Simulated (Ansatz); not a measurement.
Ideal-gas functions of `C[O][Mg]` radical at 500 K and 1 bar, from an Ansatz frequency run at PBE0-D4/def2-TZVP.

Molar mass 55.34 g/mol, point group C3v (symmetry number 3), electronic degeneracy 2, moments of inertia 3.153, 102.169, 102.169 u Å². Harmonic wavenumbers (cm⁻¹, unscaled): 93, 93, 598, 1185, 1185, 1264, 1481, 1492, 1492, 2962, 3009, 3009.

Use S(trans) = R[1.5 ln M + 2.5 ln T − 1.1517]; rotational temperatures θ = 24.2544 K / I; S(rot) = R[ln(√π/σ · √(T³/θAθBθC)) + 1.5]; for each mode x = 1.438777 ν̃/T, S = R[x/(eˣ − 1) − ln(1 − e⁻ˣ)] and H = RT x/(eˣ − 1); 1 cm⁻¹ = 0.0119627 kJ/mol; R = 8.31446 J/(mol·K).

Q: By hand: the entropy, in J/(mol·K).

A: Translation 169.7. Rotation: θ = 7.6925, 0.2374, 0.2374 K, giving 89.1. Vibration, mode by mode: 19.30, 19.30, 4.76, 1.25, 1.25, 1.04, 0.62, 0.61, 0.61, 0.02, 0.01, 0.01, in all 48.8. Electronic 5.8. Sum 313.4 J/(mol·K).

Q: By hand: H − E and G − E in kJ/mol, counted from the electronic energy.

A: Zero-point energy ½ × 17863 × 0.0119627 = 106.8; thermal vibration 11.0; translation, rotation and pV give 4 RT = 16.6. H − E = 134.4 kJ/mol, and G − E = 134.4 − 500 × 313.4/1000 = -22.3 kJ/mol.

Vibration gives 16 % of the entropy, 38.6 J/(mol·K) of it from the modes under 150 cm⁻¹: soft modes count most, and the harmonic formula is weakest for them.
